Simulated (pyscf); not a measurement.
Single points on ωB97X-D3(BJ)/def2-SVP structures (PySCF, gas phase).

Problem. Estimate by transition-state theory the rate constant of F–TiH(Cl)–Cl + hydrogen chloride (HCl) → F–Ti(Cl)(Cl)–Cl + hydrogen (H₂) (singlet surface; H–Ti, Cl–H broken, Cl–Ti, H–H formed) at 1200 K, with ωB97M-D3(BJ)/def2-TZVP energies (ideal gas, 1 atm, RRHO with modes under 100 cm⁻¹ raised to 100, one conformer, R ln 2 for chiral ones without a mode under 150 cm⁻¹; no tunnelling).

Solution. The electronic barrier is 6.6 kcal/mol and the thermal terms add +42.1, so ΔG‡ = 48.7 kcal/mol. With k_BT/h = 2.50e+13 s⁻¹ and RT = 2.385 kcal/mol, and a volume of 1.64e-19 cm³ per molecule at 1 atm, k = 5.5e-15 cm³ molecule⁻¹ s⁻¹. Wigner's tunnelling factor for 461i cm⁻¹ would be 1.01. A shift of 1 kcal/mol in the barrier changes k by a factor 1.5. One saddle was located; it need not be the lowest between these sides.
